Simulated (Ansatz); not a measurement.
A nudged elastic band was laid between two geometries of C3H7N (11 atoms, charge 0, multiplicity 1).

The calculation used RKS B3LYP-D4/STO-3G in Ansatz 0.2.0.

```
movable images  : 3
climbing image  : no
spring          : 5.0 eV/Å²
optimiser       : quadratic models (default)
start path      : IDPP
force threshold : 0.05 eV/Å
iteration limit : 60
end points      : relaxed
```

Initial state:

```xyz
11
Properties=species:S:1:pos:R:3
C -0.349 1.436 -0.140
C 0.071 0.157 -0.117
C -0.184 -0.796 1.062
N 0.914 -0.417 -1.157
H -0.152 2.090 -0.993
H -0.893 1.866 0.703
H -0.748 -1.685 0.733
H 0.772 -1.142 1.489
H -0.760 -0.287 1.848
H 0.789 0.125 -2.051
H 0.606 -1.405 -1.356
```

Final state:

```xyz
11
Properties=species:S:1:pos:R:3
C -0.858 1.085 -0.534
C 0.034 0.168 -0.116
C -0.223 -0.787 1.061
N 1.380 0.068 -0.662
H -0.646 1.752 -1.374
H -1.822 1.204 -0.035
H -1.221 -0.610 1.487
H -0.163 -1.839 0.733
H 0.533 -0.636 1.850
H 1.401 0.484 -1.629
H 1.650 -0.945 -0.761
```

(1) What changes between the two ends?

(2) Give the energies along the band, and the barrier.

(3) What is the geometry of the highest image?

Results:

(1) No bond is made or broken. The dihedral C1–C2–C3–H9 goes from 1 to -120°. The two ends are copies of one structure, up to a mirror image or an exchange of like atoms.

(2) The run converged. The highest image is number 2 of 0 to 4, 4.8 kJ/mol above the ends, which have the same energy within 2 meV. No image climbed, so the highest image needn't sit at the top of the path. So few images can step over the top or miss a turn of the path. Limits of this set-up: minimal basis.

| image | path coordinate (Å) | energy (kJ/mol) | dihedral C1–C2–C3–H9 (°) |
| --- | --- | --- | --- |
| 0 | 0.00 | 0.0 | 1 |
| 1 | 0.85 | 2.4 | -29 |
| 2 | 1.69 | 4.8 | -59 |
| 3 | 2.54 | 2.2 | -89 |
| 4 | 3.39 | 0.0 | -120 |

(3) 
```xyz
11
Properties=species:S:1:pos:R:3:forces:R:3
C -0.755 1.202 -0.407 0.00 0.00 0.01
C 0.048 0.161 -0.118 0.02 0.00 -0.02
C -0.200 -0.787 1.073 -0.01 0.00 0.02
N 1.292 -0.094 -0.832 -0.02 0.00 0.00
H -0.558 1.862 -1.256 0.00 0.00 0.00
H -1.624 1.433 0.212 0.00 0.00 0.00
H -1.176 -1.290 0.977 0.00 0.00 0.00
H 0.586 -1.555 1.130 0.01 0.00 -0.01
H -0.199 -0.227 2.022 0.00 0.00 0.00
H 1.253 0.366 -1.778 0.01 0.00 0.00
H 1.398 -1.129 -1.002 0.00 0.00 0.00
```

The run took 39 s on 1 thread of Arm Neoverse N1, on a shared host, peak memory 0.089 GiB.
